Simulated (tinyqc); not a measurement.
Born-Oppenheimer dynamics on the unrestricted LDA (VWN5)/sto-6g surface (energies and gradients from PySCF), for NH, spin multiplicity 3, step by step. Computed by tinyqc, a small Python program that keeps every step (integrals from PySCF). Settings: charge = 0, multiplicity = 3, basis = sto-6g, functional = lda,vwn, time step (fs) = 1.0, steps = 16. Command: `OMP_NUM_THREADS=1 python tinyqc.py 22872 22873 out.jsonl` (the two numbers bound the seeds that draw the settings). One thread of a shared host (Intel(R) Xeon(R) Processor @ 2.60GHz), about 6 s of CPU time with the checks.

positions (bohr), order 1N, 2H:
$$\begin{pmatrix}
0.0000 & 0.0000 & 0.0000 \\
0.0000 & 0.0000 & 1.8708
\end{pmatrix}$$

The total energy should stay constant up to terms of order dt^2; the step counts as short enough if it moves by less than 2 % of the largest kinetic energy.

Trajectory:
```
time (fs)  1N-2H (angstrom)  potential (hartree)  kinetic (hartree)  total (hartree)
0.0000               0.9900           -54.525585           0.000118       -54.525467
1.0000               1.0162           -54.530943           0.004614       -54.526329
2.0000               1.0912           -54.538642           0.011644       -54.526998
3.0000               1.1773           -54.537429           0.010838       -54.526590
4.0000               1.2466           -54.531324           0.005167       -54.526157
5.0000               1.2845           -54.526652           0.000688       -54.525964
6.0000               1.2852           -54.526559           0.000599       -54.525961
7.0000               1.2486           -54.531099           0.004953       -54.526146
8.0000               1.1802           -54.537247           0.010676       -54.526571
9.0000               1.0943           -54.538761           0.011766       -54.526995
10.0000              1.0183           -54.531304           0.004926       -54.526378
11.0000              0.9898           -54.525529           0.000073       -54.525457
12.0000              1.0273           -54.532752           0.006191       -54.526561
13.0000              1.1071           -54.539098           0.012131       -54.526967
14.0000              1.1917           -54.536463           0.009968       -54.526496
15.0000              1.2561           -54.530226           0.004122       -54.526105
16.0000              1.2874           -54.526254           0.000304       -54.525950
```

Is the time step short enough?

No. The total energy moves within 1.5e-03 hartree; that is over 2 % of the largest kinetic energy, so the time step is too long.
